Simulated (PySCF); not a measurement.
Species: C4H5N.
Geometry (PBE0-D3(BJ)/def2-SVP, Å), atoms numbered from 1 in this order:
```xyz
10
C4H5N angstrom
C      2.1896    0.4226   -0.1673
C      0.7705    0.1239   -0.1386
C     -0.4219   -0.1111   -0.1133
C     -1.8259   -0.4031   -0.0853
N     -2.7782    0.4417   -0.0287
H      2.4259    1.1265   -0.9807
H      2.5107    0.8852    0.7793
H      2.7873   -0.4890   -0.3201
H     -2.0910   -1.4733   -0.1174
H     -2.3952    1.3936   -0.0043
```

Method: TDDFT CAM-B3LYP/def2-SVPD, vertical, gas phase, core orbitals frozen in the response in PySCF.

Orbital energies (eV): HOMO-3 -11.84, HOMO-2 -9.69, HOMO-1 -9.22, HOMO -9.02, LUMO -0.15, LUMO+1 1.08, LUMO+2 1.66.

Question: Among the lowest singlets, which states do these configurations lead, and at what energies: HOMO-1→LUMO+1, HOMO→LUMO, HOMO-2→LUMO, HOMO-1→LUMO, HOMO→LUMO+1?

Answer: 

| state | leading configuration | weight | Δε (eV) | E (eV) | E − Δε (eV) | f | other configurations |
| --- | --- | --- | --- | --- | --- | --- | --- |
| S1 | HOMO-1→LUMO | 0.91 | 9.07 | 4.81 | -4.26 | 0.0037 | – |
| S2 | HOMO-2→LUMO | 0.90 | 9.53 | 5.32 | -4.22 | 0.0009 | – |
| S3 | HOMO→LUMO | 0.79 | 8.86 | 5.70 | -3.17 | 0.166 | H-1→L+2 (8%) |
| S5 | HOMO→LUMO+1 | 0.77 | 10.09 | 7.19 | -2.90 | 0.0062 | H→L+3 (15%) |
| S6 | HOMO-1→LUMO+1 | 0.77 | 10.30 | 7.30 | -2.99 | 0.051 | H-2→L+1 (9%) |

E − Δε runs from -4.26 to -2.90 eV. By orbital difference alone the order would be S3, S1, S2, S5, S6. Δε is the difference of the two orbital energies.

H and L stand for HOMO and LUMO. The other states: S4 6.49 eV, f 0.0005, H→L+2 (59%), H→L+3 (19%), H→L+1 (14%); S7 7.67 eV, f 0.046, H-2→L+1 (37%), H-1→L+2 (30%), H-2→L+2 (24%); S8 8.03 eV, f 0.642, H-1→L+2 (21%), H-2→L+2 (19%), H→L (14%); S9 8.27 eV, f 0.0030, H→L+3 (50%), H→L+2 (33%); S10 8.53 eV, f 0.012, H-3→L (27%), H-2→L+3 (18%), H-1→L+2 (16%).

Question: Pair triplets and singlets of the same leading configuration (75% or more in both) and give the splittings.

Answer: 

```json
{"configuration": "HOMO→LUMO", "triplet": "T1", "E(T) (eV)": "3.78", "singlet": "S3", "E(S) (eV)": "5.70", "E(S) − E(T) (eV)": "+1.92"}
```

The 4 triplets are Tamm–Dancoff values, the singlets full response.

Summed over the main configurations (up to three a state, each over 8%) of all 10 singlets, the electron leaves HOMO with weight 3.59, HOMO-1 with weight 2.44, HOMO-2 with weight 1.98 and HOMO-3 with weight 0.27.

The vertical ionisation energy (ΔSCF) is 9.94 eV, 1.40 eV above S10.
